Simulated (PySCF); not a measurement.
Input of a driver script around PySCF for `N#C[C@@H]1C=C1F`, coordinates in Å (PBE0-D3(BJ)/def2-SVP geometry):
```
{"job": {"kind": "eom", "basis": "aug-cc-pVDZ", "nee": 0}, "charge": 0, "multiplicity": 1}
N      2.323687     1.327329     0.111286
C      1.458914     0.557552     0.084526
C      0.373090    -0.408377     0.047477
C     -0.906563    -0.102754    -0.760697
C     -0.977160    -0.056226     0.523611
F     -1.663883     0.140600     1.603256
H      0.732138    -1.447659     0.116726
H     -1.283980    -0.029748    -1.774634
```

What does the run print?

```
E(HF) = -306.4328719913
E(MP2) = -307.3166169649
E(CCSD) = -307.3367179031
T1 diagnostic = 0.0134

EOM-IP-CCSD (eV)   Koopmans (eV)
  10.9822      11.3449
  11.6085      12.0099
  12.4296      12.6965
  13.0242      15.1538
  13.9271      14.8303
  14.3834      15.7542
  16.9026      18.9599
  17.8320      20.5220
```

The calculation used CCSD and EOM-CCSD/aug-cc-pVDZ in PySCF, restricted Hartree–Fock reference, frozen core, non-relativistic, gas phase, PBE0-D3(BJ)/def2-SVP geometry. Each EOM-IP line stands beside −ε of the orbital with the largest one-hole amplitude.

What correlation energies follow, and how does the T1 diagnostic stand?

MP2 -0.88374 Eh, CCSD -0.90385 Eh; CCSD lies 20.1 mEh below MP2. T1 = 0.0134, below the customary warning level of 0.02.

Which orbital leads each EOM-IP root, and how large is the one-hole share of its vector?

10.98 eV: HOMO, one-hole share 0.96; 11.61 eV: HOMO-1, one-hole share 0.96; 12.43 eV: HOMO-2, one-hole share 0.96; 13.02 eV: HOMO-4, one-hole share 0.92; 13.93 eV: HOMO-3, one-hole share 0.95; 14.38 eV: HOMO-5, one-hole share 0.95; 16.90 eV: HOMO-6, one-hole share 0.94; 17.83 eV: HOMO-7, one-hole share 0.93.

Hardware: one thread of an Arm Neoverse V1, no GPU, on a shared host. Cost: 5.4 min, 2.9 GiB resident at most.
